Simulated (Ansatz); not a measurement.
Input file:

```yaml
crystal:
  periodic: [false, false, false]
  atoms:
    - {symbol: Al, position_ang: [0.000000, 0.056189, 1.220938]}
    - {symbol: Mg, position_ang: [0.000000, -0.001415, -1.471349]}
    - {symbol: H, position_ang: [0.000000, -0.327222, 2.759073]}
    - {symbol: H, position_ang: [0.000000, -1.142799, 0.037065]}
basis:
  gaussian: {orbitals: 6-31G}
magnetization: {spin_polarized: false, initial_magnetization: 3}
correlation: {method: sc_nevpt2, electrons: outside_noble_gas, active_space: {window: {electrons: 3, orbitals: 6}}}
```

```sh
$ ansatz run in.yaml --threads 1 --pin off --events-out ev --progress --plain --max-ram 2393MiB
```

Log:

```
334 factors; integrals over basis functions are off by at most 1.4e-4 eV
mean field evaluation 1: about -12041.1553 eV, gradient 7.5e0 eV
mean field evaluation 2: about -12041.1764 eV, gradient 7.6e0 eV
mean field evaluation 4: about -12042.3861 eV, gradient 8.6e-1 eV
mean field evaluation 8: about -12042.4060 eV, gradient 1.7e-3 eV
mean field -12042.40603224 eV, -442.5502590487 hartree, gradient 9.2e-6 eV, S^2 3.750000; 0 other end points of the search recorded, 0 dependent functions left out
reference -12042.40603224 eV, -442.5502590487 hartree; 15, 12 occupied and 15, 18 virtual orbitals, 334 factors
state -12042.52807327 eV, -442.5547439741 hartree
state -12042.52807327 eV, -442.5547439741 hartree; corrected -12043.55906154 eV, -442.5926320941 hartree
Total energy: -12043.55906154 eV, -442.5926320941 hartree
```

Natural occupations: 0.9971 0.9901 0.9883 0.0117 0.0099 0.0029.

Ran on 1 thread of AMD EPYC 9R45, shared host: 0.3 s wall, 0.09 GiB peak host memory.
